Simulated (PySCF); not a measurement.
NaCl, SMILES [Na][Cl]. Coordinates come from a PBE0-D3(BJ)/def2-TZVPD optimisation.

Computed equilibrium geometry at PBE0-D3(BJ)/def2-TZVPD (PySCF confirms it by a frequency run) as a Z-matrix, and its point group:
point group C∞v.
```
Na
Cl 1 2.3619
```
Charge 0, spin multiplicity 1.
